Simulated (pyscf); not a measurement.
Four-centre exchange: B–Cl (SMILES [B]Cl) [singlet] + SiH₄ (SMILES [SiH4]) → BH (SMILES [BH]) [singlet] + H₃Si–Cl (SMILES [SiH3]Cl)

Gas phase, singlet surface, charge 0. Bonds broken: B1–Cl2, Si3–H4. Bonds formed: B1–H4, Cl2–Si3. Structures and frequencies: ωB97X-D3(BJ)/def2-SVP in PySCF. Correlated levels are frozen-core, on RHF or UHF. ΔMP2 is the change of the MP2 total energy from the triple- to the quadruple-zeta basis.

Transition state (Å):

```xyz
7

B     -0.4931     1.7574    -0.4829
Cl     1.1257     0.6665    -0.8812
Si    -0.4508    -0.8504     0.0394
H     -1.1661     0.7365     0.0135
H      0.4565    -1.9305    -0.4441
H     -0.3387    -0.7465     1.5176
H     -1.8040    -1.2555    -0.4547
```

One imaginary mode, 374i cm⁻¹; descent along it reached the two sides named, in the forms told below.

| bond | change | reactant side (Å) | saddle | product side |
|---|---|---|---|---|
| B1–Cl2 | breaks | 1.719 | 1.992 | 2.6 |
| Si3–H4 | breaks | 1.491 | 1.741 | 2.9 |
| B1–H4 | forms | 3.2 | 1.320 | 1.255 |
| Cl2–Si3 | forms | 3.7 | 2.374 | 2.086 |

Electronic energies relative to the separated reactants (kJ/mol):

```csv
level,barrier,reaction energy,reverse barrier
ωB97X-D3(BJ)/def2-TZVP,132.7,+94.3,38.4
PBE/def2-TZVP,109.9,+120.3,-10.4
r²SCAN/def2-TZVP,117.5,+115.6,1.9
B3LYP-D3(BJ)/def2-TZVP,135.2,+103.2,32.0
PBE0-D3(BJ)/def2-TZVP,116.8,+107.2,9.6
M06-2X/def2-TZVP,134.9,+95.9,39.0
ωB97M-D3(BJ)/def2-TZVP,145.1,+103.6,41.5
HF/def2-TZVP,217.4,+75.1,142.3
MP2/def2-QZVPP,142.0,+97.9,44.1
CCSD/def2-TZVPP,163.5,+91.6,71.9
CCSD(T)/def2-TZVPP,152.3,+99.1,53.2
CCSD(T)/def2-TZVPP + ΔMP2(QZVPP),147.1,+96.0,51.1
```

With CCSD(T)/def2-TZVPP + ΔMP2(QZVPP) energies and thermal terms (ideal gas, 1 atm, RRHO with modes under 100 cm⁻¹ raised to 100, one conformer, R ln 2 for rigid chiral ones), in kJ/mol:

| T (K) | ΔH‡ | ΔG‡ | ΔH | ΔG |
|---|---|---|---|---|
| 298 | 149.0 | 184.6 | +93.0 | +91.6 |
| 600 | 149.4 | 220.6 | +94.4 | +89.6 |
| 900 | 150.4 | 256.0 | +95.1 | +87.0 |
| 1200 | 151.6 | 291.0 | +95.4 | +84.2 |

On the product side the descent ends in a complex, 17.2 kJ/mol under the separated species and 55.6 kJ/mol under the saddle at ωB97X-D3(BJ)/def2-TZVP. At PBE the saddle lies under the separated products, which points to a path from their complex (located at ωB97X-D3(BJ) alone), and parting the products costs more than the saddle. The same reactants have a lower exit, to H₃Si–BH–Cl (barrier +49.9 kJ/mol at ωB97M-D3(BJ), against +145.1 kJ/mol here). This is the saddle that the search found; another between the same sides may lie lower. The CCSD(T) − MP2 part came from Ansatz, without density fitting, on the same reference.
